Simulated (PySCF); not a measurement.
A thermochemical cycle for C2

r²SCAN in PySCF with def2-TZVPPD on every atom, for the lowest determinant that a PBE0 search found; no spin–orbit coupling. C2, a triplet (σ ↑, π ↑), has De = 6.31 eV to neutral atoms, and C₂⁺, a quartet (σ ↑, π ↑↑), has De = 6.16 eV to C⁺ + C.

At the same level the C atom ionises at 11.67 eV.

Task: What is the adiabatic ionisation energy of the molecule, and does ionisation strengthen or weaken the bond?

Result: IE = IE(C) + De(neutral) − De(ion) = 11.67 + 6.31 − 6.16 = 11.82 eV. De changes by -0.15 eV, so ionisation weakens the bond.

States were picked by a PBE0 search and need not be the measured ground states.
